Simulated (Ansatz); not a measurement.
GeAs⁻, singlet: the ladder up to RCCSDTQ

Geometry: a PBE0/def2-TZVPD stationary point for this spin.

```yaml
atoms:
  - { symbol: Ge, position_ang: [0.0000, 0.0000, 0.0000] }
  - { symbol: As, position_ang: [0.0000, 0.0000, 2.1583] }
```

Basis aug-cc-pVDZ; Ansatz 0.2.0. Correlated methods freeze the noble-gas cores and the filled d shells of p-block atoms, which leaves 10 electrons in 44 orbitals. R marks a restricted (for open shells ROHF) determinant, U an unrestricted one. Active spaces: valence = (10e, 8o) chosen from the atoms' valence shells. No spin–orbit coupling is included, and no scalar relativity.

Full CI isn't at hand for all of this; RCCSDTQ serves as the reference, and is uncertain by about the last step of the cluster series. The frozen core follows each run's orbitals, which can shift R against U totals by a few meV for light atoms and by up to 0.1 eV past Ca.

```
UHF ⟨S²⟩                          : 0.655
T1 diagnostic (RCCSD)             : 0.0225
largest doubles amplitude (RCCSD) : 0.060
```

```csv
level,E − E(RCCSDTQ) (meV),share of correlation (%),wall time
RHF,6306,0.00,–
RMP2,823,86.94,–
CISD,1019,83.84,2.8 s
RCCSD,445,92.94,–
RCCSD(T),57,99.10,4.6 s
BCCD(T),56,99.11,4.8 s
RCCSDT,42,99.33,–
RCCSDT(Q),-4,100.06,13 s
CASSCF (valence space),4287,32.02,–
NEVPT2 (valence space),952,84.90,7.5 s
MRCISD (valence space),416,93.40,–
MRCISD+Q (valence space),29,99.55,8.5 s
```

The correlation energy at RCCSDTQ, counted from RHF, is -6.306 eV. That run took 16 s on 2 threads of AMD EPYC 7R13 with a shared H100 80 GB, shared host.

Run but not shown, since their state, orbitals or frozen core can't be matched to the reference's or they repeat it: UHF, UMP2, UCCSD, UCCSD(T), UCCSDT, UCCSDT(Q).

Times hold each run's SCF and search for its determinant on a shared host, so for small cases they say little of a method's own cost; they ran on 1 thread of AMD EPYC 7R13.

Natural occupations of CASSCF (valence space) about the gap: 1.995 1.985 1.971 1.919 1.919 0.090 0.090 0.033; effectively unpaired electrons, Σ n²(2−n)², 0.12.
